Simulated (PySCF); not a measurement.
# Removing an electron from `C=N[SiH3]`

Compound: CH₅NSi.
Cartesian coordinates in Å at the PBE0-D3(BJ)/def2-SVP level; atoms count from 1:
```
atom  x, y, z in Å
C1     1.486   -0.166    0.388
N2     0.367   -0.740    0.302
Si3   -1.112    0.018   -0.266
H4     2.373   -0.716    0.756
H5     1.675    0.896    0.113
H6    -0.912    1.458   -0.649
H7    -1.598   -0.748   -1.449
H8    -2.124   -0.069    0.826
```

Level: PBE0/def2-SVPD (PySCF). Frontier orbitals with their largest atomic shares (Löwdin; up to four atoms above 4 %):

| orbital | ε (eV) | main atoms |
| --- | --- | --- |
| HOMO−3 | -10.68 | N2 32 %, Si3 23 %, C1 19 %, H7 10 % |
| HOMO−2 | -9.70 | Si3 39 %, H6 26 %, H8 12 %, H7 12 % |
| HOMO−1 | -9.14 | Si3 25 %, N2 23 %, C1 18 %, H7 16 % |
| HOMO | -7.24 | ? |
| LUMO | -1.04 | C1 43 %, N2 34 %, H4 7 %, H5 6 % |
| LUMO+1 | 0.45 | Si3 41 %, C1 16 %, H6 11 %, H7 9 % |
| LUMO+2 | 0.94 | Si3 50 %, H6 12 %, H8 12 %, H7 12 % |

Task: What vertical ionisation energy does ΔSCF give, and how far is −ε(HOMO) from it?

Result: ΔSCF: 9.45 eV (912 kJ/mol; threshold wavelength 131 nm); ⟨S²⟩ of the doublet left behind is 0.763, against 0.75 for a pure doublet. −ε(HOMO) is 7.24 eV, 2.21 eV below it. For the exact functional −ε(HOMO) would equal the first vertical ionisation energy; PBE0 (global hybrid, 25 % exact exchange) falls short of its own ΔSCF value by 23 %. Holes in the HOMO−1 and HOMO−2 were tried too where these lie within 1.2 eV of the HOMO; the lowest converged state counts.

Task: On which atoms does the HOMO lie?

Result: N2 (C=N nitrogen) 58 %, C1 (C=N carbon) 16 %, Si3 (SiH3 silicon) 9 %, H5 (hydrogen on a C=N carbon) 7 %, so more than half of it is on one atom. The HOMO−1 lies 1.90 eV lower.

Task: How many of the 10 lowest singlet excitations (vertical TDDFT, same level) lie below the ionisation energy?

Result: All 10; they run from 4.11 to 8.67 eV.

Task: Shift the occupied levels rigidly so that −ε(HOMO) equals the ΔSCF value. What binding energies result?

Result: The shift is +2.21 eV: HOMO 9.45, HOMO−1 11.35, HOMO−2 11.91, HOMO−3 12.89 eV. A rigid shift is only a rough guide to the deeper ionisations.

Task: What total energies stand behind the ΔSCF value?

Result: E(N) = -384.93777 Eh and E(N − 1) = -384.59052 Eh at the same geometry, 0.34725 Eh apart.

Isolated species at its PBE0-D3(BJ)/def2-SVP geometry, gas phase.
